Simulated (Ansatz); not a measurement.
# BH+ (doublet): from Hartree-Fock to the top rungs, def2-QZVPP

The task here is to estimate one member of a computed series from the others.

Computed with Ansatz 0.2.0, Gaussian basis. Level: def2-QZVPP, core rule «outside noble gas», up to 1 orbitals frozen.

To be run: UHF; ROHF; CCSD(T) on UHF.

5 further runs of the same task are left out: 1 that didn't finish, 4 set aside as unsound or not needed.

## What is computed

The geometry is a PBE0/def2-TZVP stationary point (not a proven minimum) of the parent state, kept for this charge and spin.

2 atoms, charge 1, spin multiplicity 2.

Atoms are counted from 1 here; the program's logs count them from 0.

Bond lengths: B1–H2 1.194 Å.

Set-up of the first run:

in.yaml reads:

```yaml
crystal:
  periodic: [false, false, false]
  atoms:
    - {symbol: B, position_ang: [0.000000, 0.000000, 0.000000]}
    - {symbol: H, position_ang: [0.000000, 0.000000, 1.194000]}
basis:
  gaussian: {orbitals: "def2-QZVPP.json"}
total_charge: 1
magnetization: {spin_polarized: true, initial_magnetization: 1}
hamiltonian: {xc: hf}
output: {orbitals: {seedname: orbitals}}
```

On the command line:

```console
ansatz run in.yaml --threads 1 --pin off --events-out ev --progress --plain --max-ram 2393MiB
```

Among the steps run: UHF; ROHF; CCSD(T) on UHF.

One table of the session follows, with a row left open; its other results are not shown here.

| method | from UCCSD(T) (kcal/mol) |
| --- | --- |
| ROHF | +34.39 |
| UHF | +33.62 |
| UMP2 | +8.14 |
| UCCSD | ? |
| UCCSD(T) | 0 |

Q: Estimate the row for UCCSD from the others.

As computed: from UCCSD(T) (kcal/mol): +0.47. In the column «from UCCSD(T) (kcal/mol)» it lies between UCCSD(T) (0) and UMP2 (+8.14).
